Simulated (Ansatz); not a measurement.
Reaction (SMILES): OO (H2O2) → H2O2+ (doublet, bonded as OO) + e-
B3LYP-D3(BJ)/def2-TZVP geometries, fixed; electronic energies without zero-point terms.
Largest species:
```xyz
4

O      0.0155     0.7238    -0.0702
O     -0.0112    -0.7261    -0.0419
H      0.8057     0.8967     0.4614
H     -0.8394    -0.8786     0.4355
```
Charge 0, spin multiplicity 1.

Energies in hartree at B3LYP with Ansatz (a quantum-chemistry and plane-wave program); the adiabatic ionisation energy is their sum with the coefficients shown, times 27.2114 eV a hartree. All functions are spherical. The program fits the integrals of some runs and decomposes those of others, by size. Open shells are unrestricted. No added dispersion term, no relativity.

| species | coefficient | part | cc-pVDZ | cc-pVTZ | cc-pVQZ |
|---|---|---|---|---|---|
| OO (H2O2) | -1 | B3LYP | -151.55058 | -151.61166 | -151.62671 |
| H2O2+ (doublet, bonded as OO) | +1 | B3LYP | -151.17838 | -151.22922 | -151.24190 |

Problem. Predict the adiabatic ionisation energy in cc-pV5Z (X = 5): let each B3LYP step shrink by the ratio of the last two. Compare with the run.

Solution. 
- OO (H2O2): steps -0.06108 and -0.01505, ratio 0.246, so B3LYP -151.63041 (run: -151.63187).
- H2O2+ (doublet, bonded as OO): steps -0.05084 and -0.01268, ratio 0.249, so B3LYP -151.24506 (run: -151.24566).
Predicted 10.486 eV; the run in cc-pV5Z gives 10.509, a miss of -0.023. Keeping the value in cc-pVQZ, 10.471, would miss by -0.038. All sums are of the energies as printed.
